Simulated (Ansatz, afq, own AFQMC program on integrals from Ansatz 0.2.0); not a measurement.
**Atomization energy of SiCl4, singlet**

```xyz
5

Si    0.0000    0.0000    0.0000
Cl    1.1662    1.1689    1.1677
Cl   -1.1710   -1.1643    1.1675
Cl   -1.1642    1.1663   -1.1723
Cl    1.1690   -1.1709   -1.1629
```

Connectivity, by distances: Cl–Si(–Cl)(–Cl)–Cl.

Atoms in their ground-state spins without spin–orbit coupling (mostly on UHF) minus the molecule (RHF), without zero-point energy. The geometry is a stationary point, not shown to be a minimum.

Basis cc-pVDZ. Only valence electrons are correlated. Ansatz 0.2.0 and our own AFQMC program on the same integrals; the CISD trial comes from CCSD amplitudes, and released means the phaseless constraint is let go. ± is one standard error of the sampling. The errors of all members are added in quadrature.

No full CI on the walks' own integrals is used here. The released AFQMC energy serves as the reference, which it does only where one determinant dominates, the energy is flat over the last release times and near the phaseless one (40 meV or 2 meV an electron, half that with transition metals). On small molecules, where full CI could be run and the noise was under 10 meV, such values lay within 10 meV of it in 19 cases of 20, a flattering rate, since the rule was set on those same cases; what remains of the bias isn't in the error bar. Each member takes its own surest rung, up to full CI.

The best estimate is CCSD(T) at the basis-set limit (CBS: def2-TZVPP and def2-QZVPP, with their diffuse functions for anions and beside diffuse sets, CCSD(T) itself extrapolated) plus the step from CCSD(T) to AFQMC with the constraint released in cc-pVDZ. Rows without CBS are in cc-pVDZ, the functionals in def2-TZVP; B2PLYP and the wave-function rows carry a basis error of their own. Core correlation and relativity beyond core potentials are missing, and ± holds the sampling alone.

Cautions: SiCl₄ (singlet): the released value is read at 0.90 1/Eh with a noise of 13 meV, more than in the cases checked (meV from the phaseless value at times in 1/Eh: -10 ± 8 at 0.21, -6 ± 10 at 0.42, -2 ± 12 at 0.63, -8 ± 13 at 0.90).

Best estimate: 16.898 ± 0.013 eV.

```csv
level,atomization energy (eV),error against the best estimate (eV)
HF,11.293,-5.605 ± 0.013
MP2,15.043,-1.856 ± 0.013
CCSD,13.904,-2.994 ± 0.013
CCSD(T),14.171,-2.728 ± 0.013
ph-AFQMC/CISD,14.198 ± 0.009,-2.701 ± 0.016
released AFQMC,14.185 ± 0.013,-2.714
HF/CBS,12.345,-4.554 ± 0.013
MP2/CBS,17.814,0.915 ± 0.013
CCSD(T)/CBS,16.888,-0.011 ± 0.013
PBE,16.792,-0.107 ± 0.013
r2SCAN,16.945,0.046 ± 0.013
PBE0,16.614,-0.285 ± 0.013
B3LYP,15.809,-1.089 ± 0.013
wB97M-V,16.959,0.060 ± 0.013
B2PLYP,16.186,-0.713 ± 0.013
```

Correlation beyond CCSD(T) changes it by less than twice the noise. Going to the basis-set limit adds 2.717 eV at CCSD(T). The perturbative (T) step is worth +0.266 eV. The functionals spread over 1.149 eV; r2SCAN and wB97M-V come nearest and B3LYP is 1.089 eV too low.

Best estimates are given only where the step beyond CCSD(T) is under 0.3 eV and no member's determinant is very poor (T1 over 0.05, or 0.07 for open shells, ⟨S²⟩ too high by 0.3, two states mixed), so the hardest cases are missing from such tables.

The functionals ran in a triple-zeta set and keep a basis error of their own, a few kJ/mol for each bond in atomization energies and more for double hybrids, so close places among them and the extrapolated levels can swap.

Each member of a difference takes its own highest rung, so a best estimate needn't equal the limit plus the step of one row. A walk keeps the symmetry of its determinant, which the program's search chose and which needn't be the lowest solution, so a lower state of the same spin and another symmetry isn't excluded. Released energies are given only where the last usable release times agree within the noise; a slower fall can still hide under it.
